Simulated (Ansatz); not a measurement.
# CH2NaSi: the cost of one run

Program: Ansatz 0.2.0. Level of theory: UKS PBE/def2-SVP. These are calculated values, not measurements.

### 1 The structure to begin with

Bond lengths: C1–Si2 1.758 Å, Si2–Na3 2.763 Å, C1–H4 1.082 Å, C1–H5 1.089 Å. Angles: C1–Si2–Na3 105.8°, Si2–C1–H4 123.6°, Si2–C1–H5 123.1°, H4–C1–H5 113.4°.

Coordinates:

```xyz
5

C    -0.4979    0.5137   -0.3892
Si   -0.4679   -1.1632    0.1363
Na    1.9716   -1.5167    1.3837
H    -1.3313    0.9611   -0.9139
H     0.3256    1.2051   -0.2169
```

### 2 Relaxing the start

The input, input.yaml:

```yaml
crystal:
  periodic: [false, false, false]
  atoms:
    - { symbol: C, position_ang: [-0.49793, 0.51371, -0.38924] }
    - { symbol: Si, position_ang: [-0.46794, -1.16317, 0.13633] }
    - { symbol: Na, position_ang: [1.97157, -1.5167, 1.38369] }
    - { symbol: H, position_ang: [-1.33129, 0.96109, -0.9139] }
    - { symbol: H, position_ang: [0.3256, 1.20506, -0.21688] }
magnetization:
  spin_polarized: true
  initial_magnetization: 1
basis:
  gaussian: { orbitals: def2-SVP }
hamiltonian:
  xc: pbe
relax:
  f_tol: 0.02
  max_steps: 40
output:
  orbitals: {}
```

The run is started by

```bash
ansatz run input.yaml --threads 1 --pin off --max-ram 2048MiB --backend cpu --events-out ev --progress --plain --runs-dir out
```

Q: Estimate wall time and peak memory on 1 thread of AMD EPYC 7R43 (Zen 3), shared host.

About 26 s, with a peak of 0.17 GiB.
